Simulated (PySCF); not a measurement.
Cartesian coordinates (Å):
```xyz
5

C     -0.0232    -0.0405     0.0170
O      1.3183     0.0681     0.1173
H     -0.5585    -0.0682     0.9921
H     -0.3650     0.9025    -0.4784
H     -0.3716    -0.8618    -0.6480
```
Charge 0, spin multiplicity 2.

Q: Give the total energy, highest occupied spin orbital and dipole moment at the level TPSSh-D3(BJ)/def2-TZVP // r2SCAN-D4/def2-SVP run with PySCF.

A: 
| Property | Value |
|---|---|
| total energy | -115.1061 Ha |
| highest occupied spin orbital | -6.86 eV |
| dipole moment | 2.01 D |
